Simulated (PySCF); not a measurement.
Species: CH7PSi.
Numbering: `[CH3:1][SiH2:2][PH2:3]` (hydrogens: H4, H5, H6 on C1; H7, H8 on Si2; H9, H10 on P3)

Computed by this run: PySCF 2.14.0, PBE0-D3(BJ)/def2-SVP geometry optimisation, gas phase; density fitting, grid level 1; the optimiser is geomeTRIC in internal coordinates, started from a GFN2-xTB structure with every atom displaced at random (about 0.01 Å).

Step 0: E = -18303.3257 eV
```
atom  x, y, z in Å  |  force x, y, z in eV/Å
C1     -1.4125   -0.5237   -0.1279    0.090   1.637  -0.064
Si2     0.0413    0.6866   -0.1162   -0.277  -0.702  -0.048
P3      1.7045   -0.3522    0.9451   -0.461   0.243   1.658
H4     -2.2865   -0.0095   -0.5288   -0.371   0.169  -0.150
H5     -1.6635   -0.8561    0.8601   -0.132  -0.325   0.963
H6     -1.2370   -1.3663   -0.7500    0.395  -1.144  -0.798
H7      0.4008    1.0781   -1.4893    0.056   0.139  -0.442
H8     -0.2419    1.9090    0.6495   -0.190   0.363   0.259
H9      2.0624   -1.1674   -0.0851    0.286  -1.042  -1.268
H10     2.6829    0.5807    0.6215    0.605   0.662  -0.110
```

**Question.** Estimate the geometry and energy of step 1. (The exact step hangs on the optimiser's Hessian estimate; all steps are aligned on step 0, rigid shifts and turns removed.)

**Answer.** E = -18303.4687 eV, largest force 0.416 eV/Å
```
atom  x, y, z in Å  |  force x, y, z in eV/Å
C1     -1.4552   -0.4869   -0.1371    0.038  -0.403  -0.023
Si2     0.0515    0.6330   -0.1069   -0.148   0.232  -0.059
P3      1.7747   -0.3527    0.9861    0.251  -0.161  -0.291
H4     -2.3333    0.0370   -0.5442    0.034   0.067  -0.009
H5     -1.7086   -0.8408    0.8776    0.039   0.034  -0.103
H6     -1.2702   -1.3733   -0.7759   -0.044   0.154   0.161
H7      0.3949    1.0424   -1.5077    0.043  -0.010   0.043
H8     -0.2842    1.8731    0.6664    0.079  -0.015  -0.013
H9      2.1450   -1.2136   -0.1183   -0.111   0.233   0.275
H10     2.7359    0.6609    0.6390   -0.183  -0.131   0.018
```

The energy changes by -0.1430 eV. The first-order estimate −F·Δx gives -0.3872 eV and the mean of the old and new forces, exact on a quadratic surface, -0.1522 eV. The step makes an angle of 61° with the force vector and moves no atom by more than 0.100 Å.

What follows is the cost of the whole optimisation. The run took 14 s on one thread of an Arm Neoverse V1, no GPU, shared host, and the process peaked at 0.37 GiB of memory.
